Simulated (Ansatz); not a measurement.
# AlCl2: the cost of one run

Computed with Ansatz 0.2.0, Gaussian basis. Level: the settings change from run to run.

29 further runs of the same task are left out: 12 for a known fault of the program, 5 that didn't finish, 12 set aside as unsound or not needed. Runs told in other sessions of the task aren't counted.

**1. The system**

The geometry is a PBE0/def2-TZVP stationary point (not a proven minimum) of the parent state, kept for this charge and spin.

3 atoms, charge 0, spin multiplicity 4.

Atoms are counted from 1 here; the program's logs count them from 0.

Bond lengths: Al1–Cl2 2.103 Å, Al1–Cl3 2.103 Å. Angles: Cl2–Al1–Cl3 119.0°.

**2. CCSDT(Q)/B on UHF/6-31G**

The input, in.yaml:

```yaml
crystal:
  periodic: [false, false, false]
  atoms:
    - {symbol: Al, position_ang: [0.000000, -0.773386, 0.000000]}
    - {symbol: Cl, position_ang: [0.000000, 0.294293, -1.811338]}
    - {symbol: Cl, position_ang: [0.000000, 0.294293, 1.811338]}
basis:
  gaussian: {orbitals: 6-31G}
magnetization: {spin_polarized: true, initial_magnetization: 3}
correlation: {method: ccsdt_q_b, electrons: valence}
```

The run is started by

```console
$ ansatz run in.yaml --threads 1 --pin off --events-out ev --progress --plain --max-ram 2393MiB
```

Q: Estimate wall time and peak memory on 1 thread of Intel Xeon 6975P-C, shared host.

About 25 s, with a peak of 0.41 GiB.
